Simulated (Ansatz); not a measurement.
# CHOS2: the cost of one run

Program: Ansatz 0.2.0. Level of theory: RKS revPBE-D4/6-31G*. These are calculated values, not measurements.

## (1) The system as given

Bond lengths: O1–H2 0.973 Å, O1–C4 1.362 Å, S3–C4 1.675 Å, C4–S5 1.657 Å. Angles: H2–O1–C4 106.7°, O1–C4–S3 115.8°, O1–C4–S5 116.8°, S3–C4–S5 127.4°.

As a file:

```xyz
5

O     0.0549   -0.4176   -0.9882
H    -0.1315    0.4089   -1.4657
S    -0.2109    1.4980    0.7172
C     0.0373   -0.1154    0.3401
S     0.2502   -1.3739    1.3965
```

## (2) Relaxing the start

Input file input.yaml:

```yaml
crystal:
  periodic: [false, false, false]
  atoms:
    - { symbol: O, position_ang: [0.0549, -0.4176, -0.9882] }
    - { symbol: H, position_ang: [-0.1315, 0.4089, -1.4657] }
    - { symbol: S, position_ang: [-0.2109, 1.498, 0.7172] }
    - { symbol: C, position_ang: [0.0373, -0.1154, 0.3401] }
    - { symbol: S, position_ang: [0.2502, -1.3739, 1.3965] }
total_charge: -1
basis:
  gaussian: { orbitals: "6-31G*" }
hamiltonian:
  xc: revpbe
  dispersion: d4
relax:
  f_tol: 0.02
  max_steps: 40
scf:
  lower_state_search: "off"
```

Run with:

```sh
ansatz run input.yaml --threads 1 --pin off --max-ram 2048MiB --backend cpu --events-out ev --progress --plain --runs-dir out
```

**Question.** How long does this run take on 1 thread of AMD EPYC 7R13 (Zen 3), shared host, and how much memory does it need?

About 5.1 s, with a peak of 0.14 GiB.
